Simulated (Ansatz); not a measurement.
# C4H9F (1-fluorobutane), step by step

Wanted: a series of 10 runs (HF/STO-3G, UHF/STO-3G, HF/3-21G, UHF/3-21G, HF/6-31G*) of C4H9F. 

The results are computed with Ansatz 0.2.0.

**1. The structure to begin with**

C4H9F has 14 atoms, charge 0, and is taken as a singlet. As SMILES, `CCCCF`. Geometry: relaxed at PBE0-D4/def2-TZVP. This is one conformer, not always the lowest. The run starts from this shape.

Bond lengths: C1–C2 1.521 Å, C2–C3 1.524 Å, C3–C4 1.508 Å, C4–F5 1.386 Å, C1–H6 1.092 Å, C1–H7 1.094 Å, C1–H8 1.092 Å, C2–H9 1.094 Å, C2–H10 1.096 Å, C3–H11 1.095 Å, C3–H12 1.094 Å, C4–H13 1.094 Å, C4–H14 1.096 Å. Some angles: C1–C2–C3 114.2°, C2–C3–C4 113.1°, C3–C4–F5 110.1°, C1–C2–H9 109.1°, C1–C2–H10 109.6°, C3–C2–H9 108.3°, C3–C2–H10 109.4°, C2–C1–H6 111.0°, C2–C1–H7 111.0°, C2–C1–H8 112.2°.

**2. A structure relaxation at HF/STO-3G (start density atoms) (run 1)**

in.yaml

```yaml
crystal:
  periodic: [false, false, false]
  atoms:
    - {symbol: C, position_ang: [-1.462120, -0.659550, -0.456040]}
    - {symbol: C, position_ang: [-0.009050, -0.512810, -0.881930]}
    - {symbol: C, position_ang: [0.720660, 0.653560, -0.225970]}
    - {symbol: C, position_ang: [0.875670, 0.491860, 1.265500]}
    - {symbol: F, position_ang: [1.615220, 1.543050, 1.783150]}
    - {symbol: H, position_ang: [-1.956770, -1.455360, -1.017060]}
    - {symbol: H, position_ang: [-2.017560, 0.265850, -0.633550]}
    - {symbol: H, position_ang: [-1.558110, -0.903360, 0.604550]}
    - {symbol: H, position_ang: [0.034600, -0.378220, -1.966670]}
    - {symbol: H, position_ang: [0.531960, -1.443270, -0.673530]}
    - {symbol: H, position_ang: [0.188590, 1.589580, -0.427380]}
    - {symbol: H, position_ang: [1.719820, 0.755940, -0.660170]}
    - {symbol: H, position_ang: [-0.088490, 0.489070, 1.781690]}
    - {symbol: H, position_ang: [1.405570, -0.436330, 1.507400]}
basis:
  gaussian: {orbitals: STO-3G}
total_charge: 0
hamiltonian: {xc: hf}
relax: {f_tol: 0.002}
output: {orbitals: {seedname: orbitals}}
```

On the command line:

```console
$ ansatz run in.yaml --threads 1 --pin off --max-ram 3480MiB --events-out events.jsonl --progress --plain --runs-dir runs
```

The log of the run:

```text
Warning: RAYON_NUM_THREADS=1 ignored (pool sized by the plan → 1); use --threads N
The last accepted step is kept in runs//last_step.txt (removed where the run ends without a failure and the disk answers)
[... 62 lines left out ...]
Total energy: -6882.10238541 eV, -252.9125978073 hartree
[... 14 lines left out ...]
Dipole moment:    -0.139957    -0.184342    -0.132781 e Å
```

Wall time 7.8 s (1 thread of Arm Neoverse V1, shared host); peak memory 0.091 GiB.

The path in brief:

| step | energy from the first frame kept (eV) | largest force (eV/Å) |
| --- | --- | --- |
| 1 | 0.0000 | 1.8881 |
| 2 | -0.0754 | 0.4551 |
| 3 | -0.0787 | 0.1378 |
| 4 | -0.0793 | 0.0347 |
| 5 | -0.0793 | 0.0034 |
| 6 | -0.0790 | 0.0694 |
| 7 | -0.0794 | 0.0011 |
| 8 | -0.0794 | 0.0009 |

After the run. Bond lengths: C1–C2 1.542 Å, C2–C3 1.546 Å, C3–C4 1.552 Å, C4–F5 1.386 Å, C1–H6 1.086 Å, C1–H7 1.086 Å, C1–H8 1.085 Å, C2–H9 1.088 Å, C2–H10 1.089 Å, C3–H11 1.088 Å, C3–H12 1.088 Å, C4–H13 1.098 Å, C4–H14 1.099 Å. Some angles: C1–C2–C3 114.0°, C2–C3–C4 113.3°, C3–C4–F5 110.7°, C1–C2–H9 108.8°, C1–C2–H10 109.4°, C3–C2–H9 108.2°, C3–C2–H10 109.3°, C2–C1–H6 110.1°, C2–C1–H7 110.7°, C2–C1–H8 111.4°.

**3. Vibrational wavenumbers at HF/STO-3G (start density atoms) (run 2)**

input.yaml

```yaml
crystal:
  periodic: [false, false, false]
  atoms:
    - symbol: C
      position_ang: [-1.485100, -0.665038, -0.468144]
    - symbol: C
      position_ang: [-0.009109, -0.522400, -0.890620]
    - symbol: C
      position_ang: [0.720141, 0.670902, -0.231450]
    - symbol: C
      position_ang: [0.904822, 0.507342, 1.300556]
    - symbol: F
      position_ang: [1.662823, 1.546678, 1.816537]
    - symbol: H
      position_ang: [-1.956104, -1.471217, -1.022581]
    - symbol: H
      position_ang: [-2.032686, 0.250834, -0.669845]
    - symbol: H
      position_ang: [-1.574235, -0.889192, 0.589919]
    - symbol: H
      position_ang: [0.035035, -0.393119, -1.970441]
    - symbol: H
      position_ang: [0.524234, -1.442444, -0.657534]
    - symbol: H
      position_ang: [0.173236, 1.591241, -0.426561]
    - symbol: H
      position_ang: [1.705171, 0.776716, -0.682349]
    - symbol: H
      position_ang: [-0.071948, 0.488482, 1.801218]
    - symbol: H
      position_ang: [1.403710, -0.448775, 1.511286]
basis:
  gaussian: {orbitals: STO-3G}
phonons: {temperatures: {t_min: 298.15, t_max: 298.15, t_step: 1}}
hamiltonian: {xc: hf}
```

On the command line:

```console
$ ansatz run input.yaml --threads 1 --pin off --max-ram 3480MiB --events-out events.jsonl --progress --plain --runs-dir runs
```

The log of the run:

```text
Warning: RAYON_NUM_THREADS=1 ignored (pool sized by the plan → 1); use --threads N
[... 451 lines left out ...]
Total energy: -6882.10237790 eV, -252.9125975313 hartree
[... 14 lines left out ...]
Dipole moment:    -0.139957    -0.184343    -0.132781 e Å
Vibrations: 82.78 123.56 232.03 310.34 378.19 534.82 881.96 928.44 1043.14 1136.21 1157.50 1277.58 1314.04 1368.47 1374.42 1456.29 1526.13 1541.73 1600.53 1672.67 1735.68 1747.63 1816.00 1824.95 1834.65 1840.51 1847.97 3547.41 3571.29 3605.89 3609.58 3659.19 3718.28 3726.38 3751.65 3756.68 cm⁻¹, zero-point energy 4.062625 eV
```

It took 61 s on 1 thread of Arm Neoverse V1, shared host; peak memory 0.081 GiB.

Runs 3 to 6 aren't shown in full; the table further down has their settings and results.

**4. The doublet cation: a single-point energy at UHF/3-21G (start density atoms) (run 7)**

molecule.yaml

```yaml
crystal:
  periodic: [false, false, false]
  atoms:
    - symbol: C
      position_ang: [-1.486409, -0.650865, -0.470726]
    - symbol: C
      position_ang: [-0.004642, -0.528285, -0.882262]
    - symbol: C
      position_ang: [0.716035, 0.660713, -0.220566]
    - symbol: C
      position_ang: [0.896011, 0.475023, 1.278781]
    - symbol: F
      position_ang: [1.617731, 1.576733, 1.784150]
    - symbol: H
      position_ang: [-1.966977, -1.455910, -1.015060]
    - symbol: H
      position_ang: [-2.017302, 0.269213, -0.690301]
    - symbol: H
      position_ang: [-1.592353, -0.859284, 0.587574]
    - symbol: H
      position_ang: [0.049340, -0.408126, -1.958415]
    - symbol: H
      position_ang: [0.518441, -1.449380, -0.641973]
    - symbol: H
      position_ang: [0.163464, 1.576619, -0.396622]
    - symbol: H
      position_ang: [1.700175, 0.786511, -0.657121]
    - symbol: H
      position_ang: [-0.050509, 0.431467, 1.793815]
    - symbol: H
      position_ang: [1.456986, -0.424421, 1.488715]
basis:
  gaussian:
    orbitals: 3-21G.json
magnetization:
  spin_polarized: true
  initial_magnetization: 1
hamiltonian:
  xc: hf
total_charge: 1
```

The basis set 3-21G is read from a file made from the Basis Set Exchange's data (not shown).

On the command line:

```console
$ ansatz run molecule.yaml --threads 1 --pin off --max-ram 3480MiB --events-out events.jsonl --progress --plain --runs-dir runs
```

The log of the run, cut to the lines that bear on the results:

```text
Warning: RAYON_NUM_THREADS=1 ignored (pool sized by the plan → 1); use --threads N
Functional definition: HF
  name "HF"
[...]
778 factors; integrals over basis functions are off by at most 1.0e-3 eV
[...]
mean field -6920.75537676 eV, -254.3330690396 hartree, gradient 6.3e-6 eV, S^2 0.759144; 3 other end points of the search recorded, 0 dependent functions left out
reference -6920.75537676 eV, -254.3330690396 hartree; 21, 20 occupied and 42, 43 virtual orbitals, 778 factors
Total energy: -6920.75537676 eV, -254.3330690396 hartree
```

It took 3.3 s on 1 thread of Arm Neoverse V1, shared host; peak memory 0.13 GiB.

Runs 8 to 9 aren't shown in full; the table further down has their settings and results.

**5. The harmonic vibrations at HF/6-31G(d) (Cartesian functions, start density atoms) (run 10)**

run.yaml

```yaml
crystal:
  periodic: [false, false, false]
  atoms:
    - {symbol: C, position_ang: [-1.480411, -0.665599, -0.471079]}
    - {symbol: C, position_ang: [-0.013492, -0.516894, -0.882261]}
    - {symbol: C, position_ang: [0.719454, 0.652893, -0.216330]}
    - {symbol: C, position_ang: [0.893818, 0.496448, 1.281799]}
    - {symbol: F, position_ang: [1.630044, 1.551115, 1.762999]}
    - {symbol: H, position_ang: [-1.958861, -1.458069, -1.037434]}
    - {symbol: H, position_ang: [-2.032093, 0.251898, -0.655398]}
    - {symbol: H, position_ang: [-1.588399, -0.910372, 0.580910]}
    - {symbol: H, position_ang: [0.035901, -0.377891, -1.958169]}
    - {symbol: H, position_ang: [0.517460, -1.443764, -0.674369]}
    - {symbol: H, position_ang: [0.192222, 1.583462, -0.409348]}
    - {symbol: H, position_ang: [1.708458, 0.757309, -0.652720]}
    - {symbol: H, position_ang: [-0.051362, 0.495097, 1.808180]}
    - {symbol: H, position_ang: [1.427251, -0.415622, 1.523208]}
basis:
  gaussian:
    orbitals: "6-31G*"
hamiltonian:
  xc: hf
phonons:
  temperatures: {t_min: 298.15, t_max: 298.15, t_step: 1}
```

On the command line:

```console
$ ansatz run run.yaml --threads 1 --pin off --max-ram 3480MiB --events-out events.jsonl --progress --plain --runs-dir runs
```

The log of the run:

```text
Warning: RAYON_NUM_THREADS=1 ignored (pool sized by the plan → 1); use --threads N
[... 449 lines left out ...]
Total energy: -6970.06550923 eV, -256.1451829840 hartree
[... 14 lines left out ...]
Dipole moment:    -0.225139    -0.307843    -0.207738 e Å
Vibrations: 95.12 130.75 230.43 308.97 367.44 516.44 813.52 864.82 942.55 1040.99 1067.57 1147.48 1177.08 1235.94 1294.58 1369.41 1411.86 1440.97 1486.57 1517.39 1569.97 1593.77 1636.08 1640.70 1650.84 1653.85 1681.38 3193.27 3201.57 3207.99 3231.44 3238.19 3245.02 3264.75 3267.27 3294.96 cm⁻¹, zero-point energy 3.659452 eV
```

Wall time 2.5 min (1 thread of Arm Neoverse V1, shared host); peak memory 0.18 GiB.

**6. Overview of the runs**

| run | level | task | walk f tol | partner | energy (Eh) | dipole moment (D) | wall time |
| --- | --- | --- | --- | --- | --- | --- | --- |
| 1 | HF/STO-3G (start density atoms) | optimise | 0.002 | base | -252.912598 | 1.28 | 7.8 s |
| 2 | HF/STO-3G (start density atoms) | frequencies | – | base | -252.912598 | 1.28 | 61 s |
| 3 | UHF/STO-3G (start density atoms) | energy | – | cation | -252.596940 | – | 0.66 s |
| 4 | UHF/STO-3G (start density atoms) | optimise | – | cation | -252.616627 | – | 11 s |
| 5 | HF/3-21G (start density atoms) | optimise | 0.002 | base | -254.747315 | 2.41 | 7.8 s |
| 6 | HF/3-21G (start density atoms) | frequencies | – | base | -254.747314 | 2.41 | 56 s |
| 7 | UHF/3-21G (start density atoms) | energy | – | cation | -254.333069 | – | 3.3 s |
| 8 | UHF/3-21G (start density atoms) | optimise | – | cation | -254.381525 | – | 1.9 min |
| 9 | HF/6-31G* (Cartesian functions, start density atoms) | optimise | 0.002 | base | -256.145183 | 2.09 | 17 s |
| 10 | HF/6-31G* (Cartesian functions, start density atoms) | frequencies | – | base | -256.145183 | 2.09 | 2.5 min |

**7. What came out**

| quantity | value |
| --- | --- |
| run 10, HF/6-31G*: total energy | -256.14518 Eh |
| run 10, HF/6-31G*: dipole moment | 2.09 D |
| run 10, HF/6-31G*: largest force on an atom | 0.001 eV/Å |
| run 10, HF/6-31G*: lowest harmonic wavenumber | 95 cm⁻¹ |
| run 10, HF/6-31G*: highest harmonic wavenumber | 3295 cm⁻¹ |
| run 10, HF/6-31G*: zero-point energy | 353.1 kJ/mol |
| vertical ionisation energy (to the doublet cation), HF/STO-3G | 8.589 eV |
| vertical ionisation energy (to the doublet cation), HF/3-21G | 11.272 eV |
| adiabatic ionisation energy (to the doublet cation, no zero-point term), HF/STO-3G | 8.054 eV |
| adiabatic ionisation energy (to the doublet cation, no zero-point term), HF/3-21G | 9.954 eV |

In words: At HF/STO-3G: the vertical ionisation energy comes to 8.59 eV (198 kcal/mol). In a minimal basis such a difference can be off by several eV, whatever the method. At HF/3-21G: the vertical ionisation energy comes to 11.27 eV (1088 kJ/mol). At HF/STO-3G: the adiabatic ionisation energy (to the doublet cation, no zero-point term) is 8.05 eV (777 kJ/mol). At HF/3-21G: the adiabatic ionisation energy (to the doublet cation, no zero-point term) is 9.95 eV (230 kcal/mol). The second species lost a bond as it relaxed, so this leads to another structure. In runs 1, 2, 3, 4 the basis is minimal, so the values are rough. All runs together took 7.2 min, the longest 2.5 min.
